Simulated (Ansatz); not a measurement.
Loss of CH4: C3H5 → C2H + CH4

Species: C3H5 (cyclopropyl) `[CH]1CC1`, doublet; C2H `[C]#C`, doublet; CH4 (methane) `C`, singlet. 

Shapes, held fixed at every level: PBE0-D4/def2-TZVP. Programs: Ansatz 0.2.0. The zero-point and thermal change to 298 K, harmonic and unscaled (PBE0-D4/def2-TZVP), is -11.0 kJ/mol.

Task: Estimate ΔH(298 K) of this reaction.

Result: B2PLYP/def2-TZVPP gives ΔH(298 K) = +209.2 kJ/mol; the levels span +161.3 to +300.2. The median of the levels is +248.7. No measured value is set beside it here. Spin contamination: C2H (⟨S²⟩ up to 1.11). Open shells run unrestricted unless RO is named.

```
                level                    kind  ΔH(298 K) (kJ/mol)
          HF/def2-SVP            Hartree–Fock              +176.7
        HF/def2-TZVPP            Hartree–Fock              +161.3
     SPW92/def2-TZVPP                     LDA              +300.2
   PBE0-D4/def2-TZVPP           global hybrid              +259.5
r2SCAN0-D4/def2-TZVPP           global hybrid              +251.6
   wB97X-V/def2-TZVPP  range-separated hybrid              +248.7
    B2PLYP/def2-TZVPP           double hybrid              +209.2
```
